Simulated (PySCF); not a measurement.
# CS2: fields on a plane

Level of theory: PySCF, wB97X, basis C def2-TZVP, S def2-TZVP (no relativity, density fitting).

The singlet minimum has C–S 1.544 Å (×2); S–C–S 180.0°.

The plane holds C1 at (0.00, 0.00), S2 at (1.54, 0.00), S3 at (-1.54, 0.00) Å. Columns run from x = -3.45 to 3.75 Å, rows from y = 2.25 (top) to -1.95 Å, in steps of 0.3 Å. Other isomers or separated fragments may lie lower.

Problem. Give the electron density (e/Å³) (cut at 5 e/Å³). Lower edges of the bins (e/Å³): '0' 0.000, '1' 0.030, '2' 0.076, '3' 0.151, '4' 0.268, '5' 0.455, '6' 0.750, '7' 1.218, '8' 1.960, '9' 3.136; top 5.00.

Solution. 
```
0000000000000000000000000
0000000000000000000000000
0000011111000011111000000
0001122222111122222110000
0012344443333334444321000
0013466655555555666431000
0024578776777767787542000
0124689977899877998642100
0124689977899877998642100
0024578776777767787542000
0013466655555555666431000
0012344443333334444321000
0001122222111122222110000
0000011111000011111000000
0000000000000000000000000
```

Problem. Give the electrostatic potential (V) (cut at 20 V). Every second row and column.

Solution. 
```
 0.0  0.0  0.0 -0.1 -0.1  0.0  0.0  0.0 -0.1 -0.1  0.0  0.0  0.0
 0.1  0.2  0.3  0.4  0.3  0.4  0.5  0.3  0.4  0.4  0.2  0.2  0.1
 0.3  0.9  3.2  7.1  4.8  3.3  4.2  3.2  6.8  5.4  1.7  0.5  0.2
 0.6  2.7 18.8 20.0 20.0 20.0 20.0 17.8 20.0 20.0  6.8  1.2  0.4
 0.7  3.4 20.0 20.0 20.0 20.0 20.0 20.0 20.0 20.0  9.6  1.4  0.4
 0.5  1.7  8.4 20.0 14.4  8.9 13.1  8.2 20.0 17.0  3.7  0.9  0.3
 0.2  0.4  1.1  1.9  1.4  1.2  1.4  1.1  1.8  1.6  0.7  0.3  0.2
 0.1  0.1  0.0  0.0  0.0  0.1  0.2  0.1  0.0  0.0  0.0  0.1  0.1
```
